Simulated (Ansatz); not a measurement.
The input, for Ansatz 0.2.0:

```yaml
crystal:
  periodic: [false, false, false]
  atoms:
    - {symbol: Al, position_ang: [0.000000, 0.000000, 0.251200]}
    - {symbol: P, position_ang: [0.000000, 0.000000, -2.083800]}
    - {symbol: H, position_ang: [0.000000, 0.000000, 1.832600]}
basis:
  gaussian: {orbitals: 6-31G, fitting: {mean_field: def2-universal-jkfit}}
magnetization: {spin_polarized: false, initial_magnetization: 1}
correlation: {method: fic_mrcisd_q, electrons: valence, active_space: {window: {electrons: 5, orbitals: 3}, states: [{multiplicity: 2, weights: [1, 1, 1, 1]}], root: 1}}
```

```sh
$ ansatz run in.yaml --threads 1 --pin off --events-out ev --progress --plain --max-ram 2393MiB
```

Log:

```
274 factors; integrals over basis functions are off by at most 9.1e-2 eV
mean field evaluation 1: about -15866.0661 eV, gradient 1.3e1 eV
mean field evaluation 2: about -15866.4223 eV, gradient 1.0e1 eV
mean field evaluation 4: about -15867.1140 eV, gradient 6.4e-1 eV
mean field evaluation 8: about -15866.9214 eV, gradient 3.6e0 eV
mean field evaluation 16: about -15864.7410 eV, gradient 5.3e-4 eV
mean field -15867.12170002 eV, -583.1059673545 hartree, gradient 2.1e-6 eV, S^2 0.750000; 4 other end points of the search recorded, 0 dependent functions left out
reference -15867.12170002 eV, -583.1059673545 hartree; 15, 14 occupied and 13, 14 virtual orbitals, 274 factors
Error: 4 states are sought, and the space of determinants holds 3 states of this symmetry and spin
```

The run gave no result to rely on (stopped by an error).

Ran on 1 thread of Arm Neoverse V1, shared host: 0.24 s wall, 0.06 GiB peak host memory.
